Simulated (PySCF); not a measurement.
C$_{2}$H$_{2}$F$_{2}$: full NMR table

```yaml
Formula: C2H2F2
SMILES: C=C(F)F
Point_group_of_the_computed_structure: C2v
Degrees_of_unsaturation: 1
Carbon_signals: 2
Proton_signals: 1
```

Atom-mapped SMILES (the numbers label the heavy atoms): `[CH2:1]=[C:2]([F:3])[F:4]`; H(Xn) means a hydrogen on atom n.

[PySCF 2.14: spin–spin couplings from B3LYP/pcJ-2; shielding tensors at B97-2/pcSseg-2 (GIAO); structure optimised with PBE0-D3(BJ)/def2-TZVP; equivalent nuclei averaged; one computed conformer; isolated molecule; non-relativistic]

Chemical shifts δ = σref − σ; ¹H (31.64 ppm) and ¹³C (185.38 ppm) against TMS; ¹⁹F (175.98 ppm) vs CFCl3, all at this level.

| carbon | δC, type | δH (multiplicity, J in Hz) | HMBC from (abs. J ≥ 3 Hz) | span of the C tensor (ppm) |
| --- | --- | --- | --- | --- |
| C1 | 64.9, CH2 | 3.85 (m) | – | 115 |
| C2 | 173.5, C | – | – | 168 |

Other nuclei:
```json
{"atoms": "F3/F4", "nucleus": "¹⁹F", "environment": "vinylic fluorine", "δ (ppm)": "-80.6", "σ (ppm)": "256.6"}
```

Selected couplings (Hz, signed; the shortest-range and largest first, 30 at most; isotopes ¹³C, ¹⁹F, ¹H): ¹J(C2,F3) -369.0, ¹J(C1,H(C1)) 176.6, ¹J(C1,C2) 122.9, ²J(C1,F3) 29.2, ³J(F3,H(C1)) 32.8.

1. Carbon types of the structure: 1 × C, 1 × CH2, which accounts for all hydrogens.
2. δC 173.5: fully substituted alkene carbon.
3. δC 64.9: terminal =CH2 carbon.
4. δH 3.85: hydrogen on a terminal =CH2 carbon; attached to an sp2 carbon and in the plane of the double bond.

Common functionals overestimate the size of one-bond C–F couplings by tens of Hz; these are unscaled. Multiplet labels drop couplings under 1 Hz and merge nearly equal ones. Couplings among chemically equivalent protons are left out too, so labels in AA′BB′ or AA′XX′ sets are apparent multiplicities. Shifts are as computed. Against solution values, carbons near 30 ppm lie about +3 ppm off and those near 130 ppm about +7 ppm. Of 1211 compounds with measured shifts, 218 miss one by over three times the rms of a fit or turn the order of signals round; such compounds aren't used in these exercises. Unscaled 19F shifts against computed CFCl3 carry errors that often reach 10 to 50 ppm.
